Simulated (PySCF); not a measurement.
How methods differ on the ionisation energy of Be

Be [He] 2s2 (1S) → Be⁺ [He] 2s1 (2S), as a difference of total energies. Calculation: PySCF 2.14, in dyall-av3z (15s9p4d2f, 76 functions); the non-relativistic Hamiltonian (point nucleus). Correlated levels: valence: 1s2 frozen; virtual orbitals above 40 to 60 times the deepest correlated orbital energy dropped. The calculations carry no spin-orbit coupling.

```tsv
method	ionisation energy (eV)	error (eV)
UHF	8.043	-1.280
MP2 (valence)	8.837	-0.486
SCS-MP2 (valence)	8.996	-0.327
CCSD (valence)	9.295	-0.028
```

Reference: 9.323 eV (measured; NIST Atomic Spectra Database, ionization energies).

Errors of the correlated levels include the incompleteness of this basis and the frozen core.

With two correlated electrons CCSD is exact in that space.
